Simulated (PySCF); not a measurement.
**What an electron can do to AlH**

r²SCAN in PySCF with def2-TZVPPD on every atom, for the lowest determinant that a PBE0 search found; no spin–orbit coupling.

| species | state (unpaired electrons) | Re (Å) | ωe (cm⁻¹) | energy of the minimum from the neutral (eV) | De (eV) | dissociates to |
| --- | --- | --- | --- | --- | --- | --- |
| AlH | singlet (closed shell) | 1.661 | 1640 | 0.00 | 3.03 | Al + H |
| AlH⁺ | doublet (σ ↑) | 1.613 | 1679 | 8.00 | 1.18 | Al⁺ + H |

**Question.** Work out the lowest energy to break AlH into atoms, from its vibrational ground state.

**Answer.** D0 = De − ωe/2 = 3.03 − 0.10 = 2.93 eV (r²SCAN/def2-TZVPPD).

**Question.** Work out the ionisation energy of the Al atom at this level and the threshold of dissociative ionisation.

**Answer.** IE(Al) = 8.00 + 1.18 − 3.03 = 6.15 eV, so Al⁺ + H + e⁻ appears at D0 + IE(Al) = 9.08 eV (r²SCAN/def2-TZVPPD). The measured IE(Al) is 5.986 eV (NIST ASD).

These are thermodynamic thresholds; the onsets seen under electron impact lie higher where the geometry changes, and cross-sections peak well above them.

For an ion De counts to the pair picked by the measured ionisation energies or electron affinities, which need not be the lowest pair at this level. States were picked by a PBE0 search and need not be the measured ground states.
